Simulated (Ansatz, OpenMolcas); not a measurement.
CHClF2 (difluorochloromethane): the vertical energy of the triplet above the singlet from total energies

The species is CHClF2 (5 atoms), meant as a singlet with charge 0. SMILES: `FC(F)Cl`. The shape is that of a PBE0-D4/def2-TZVP optimisation.

Both states at this one shape; open shells run unrestricted unless said. 1 Eh = 27.2114 eV.

```tsv
level	program	singlet CHClF2 (Eh)	triplet CHClF2 (Eh)
TPSS/6-311+G**	OpenMolcas	-698.714073	-698.446678
CCSD/6-311+G**, 8 core orbitals frozen	Ansatz	-697.609875	-697.334604
```

Q: Work out the vertical gap, second state less first, at each level.

A: 
1. TPSS/6-311+G**: -698.446678 − (-698.714073) = 0.267395 Eh = 7.28 eV.
2. CCSD/6-311+G**: -697.334604 − (-697.609875) = 0.275271 Eh = 7.49 eV.

No measured value is set beside it here; the levels span 7.28 to 7.49 eV.
